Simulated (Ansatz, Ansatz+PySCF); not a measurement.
```csv
atom,x (Å),y (Å),z (Å)
C,0.7904,0.0359,-0.0347
C,-0.3987,0.6637,0.0463
C,-0.3867,-0.6396,0.0256
H,1.9121,-0.0116,-0.0378
H,-0.9124,1.6294,0.0412
H,-0.9090,-1.6680,-0.0007
```

RHF on singlet C3H3(+) was run in several spherical basis sets with Ansatz (development build ahead of 0.2.0).

(1) Rank the basis sets by the total energy that they give, lowest first, with the distance from the lowest.
A. 6-31G(d)
B. def2-SVP
C. cc-pVTZ
D. 6-31G
E. cc-pVDZ
F. def2-TZVP

Results:

(1) F (0.00 eV), C (0.07 eV), E (0.94 eV), A (1.19 eV), D (3.12 eV), B (3.55 eV).

Totals follow the description of the cores as much as that of the bonds, so this order isn't one of quality for chemistry.
